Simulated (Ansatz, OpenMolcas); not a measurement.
**How methods differ on C2H3F3 (1,1,2-trifluoroethane)**

The species is C2H3F3 (8 atoms), meant as a singlet with charge 0. As SMILES, `FCC(F)F`. Geometry: relaxed at PBE0-D4/def2-TZVP. This is one conformer, not always the lowest.

Each level gives the vertical energy of the triplet above the singlet (eV). The values are calculated.

| level | kind | program | value (eV) | CPU time (all runs) |
| --- | --- | --- | --- | --- |
| SVWN5/def2-SVP | LDA | Ansatz | 8.19 | 11 s |
| BLYP/def2-SVP | GGA | Ansatz | 8.33 | 22 s |
| r2SCAN/def2-SVP | meta-GGA | Ansatz | 8.71 | 47 s |
| B3LYP/def2-SVP | global hybrid | OpenMolcas | 9.03 | 1.9 min |
| HSE06/def2-SVP | range-separated hybrid | Ansatz | 9.08 | 34 s |
| PBE-QIDH/def2-SVP | double hybrid | Ansatz | 9.88 | 62 s |
| RPA@PBE0/def2-SVP | RPA | Ansatz | 9.81 | 47 s |
| MP2/def2-SVP | perturbation theory | Ansatz | 11.10 | 43 s |
| CCSD/def2-SVP | coupled cluster or CI | Ansatz | 10.66 | 4.6 min |

The values span 8.19 to 11.10 eV. A triplet this far above the singlet is often a Rydberg-like or dissociative state; sets without diffuse functions put Rydberg states too high. CPU times are rough (shared hosts, several kinds of processor): they show what a rung costs within a factor of a few.
